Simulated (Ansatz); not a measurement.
`O=CC(O)F` + H–F → `OC(F)F` + `C=O` at 600 K and 1 bar (substitution at a C–C bond).

Program: Ansatz. Geometries: PBE0-D4/def2-TZVP. ΔE: electronic, gas phase. CCSD(T)/CBS adds triple-zeta CCSD(T) − MP2 to the extrapolated MP2 energy (def2 sets, frozen cores). This one scheme is used for every species. Each species was taken in one conformer, which may not be the lowest.

| species | CCSD(T)/CBS energy (Eh) | H − E (kJ/mol) | S (J/(mol·K)) |
| --- | --- | --- | --- |
| `O=CC(O)F` | -328.02185 | 187.8 | 367.0 |
| H–F | -100.39570 | 42.3 | 194.0 |
| `OC(F)F` | -314.01610 | 133.8 | 325.1 |
| `C=O` | -114.39408 | 92.5 | 246.7 |

H − E and S are ideal-gas, rigid-rotor, harmonic terms from PBE0-D4/def2-TZVP, for one conformer and one mirror image of each species. 1 Eh = 2625.50 kJ/mol, R = 8.31446 J/(mol·K).

Question: By hand: ΔE, ΔH, ΔS and ΔG.

Answer: ΔE = (-314.01610) + (-114.39408) − (-328.02185) − (-100.39570) = 0.00737 Eh = 19.3 kJ/mol. Δ(H − E) = 133.8 + 92.5 − 187.8 − 42.3 = -3.8, so ΔH = 15.5 kJ/mol. ΔS = 325.1 + 246.7 − 367.0 − 194.0 = 10.8 J/(mol·K). ΔG = 15.5 − 600 × (10.8)/1000 = 9.0 kJ/mol.

Question: By hand: the equilibrium constant, and the temperature at which ΔG would vanish if ΔH and ΔS stayed fixed.

Answer: log₁₀ K = −ΔG/(RT ln 10) = -0.8. ΔG = 0 at ΔH/ΔS = 1435 K, though so small a ΔS makes that figure unsure.

TΔS isn't small against ΔH here. A doubt of 5 kJ/mol in ΔE shifts log₁₀ K by 0.4 here. Other conformers and mirror images would add mixing entropy, several J/(mol·K) or more a flexible species. These are equilibria of isolated gas molecules and say nothing of rates. Largest T1 diagnostic: 0.015 (customary marks: 0.02 for closed shells, 0.045 for open ones).
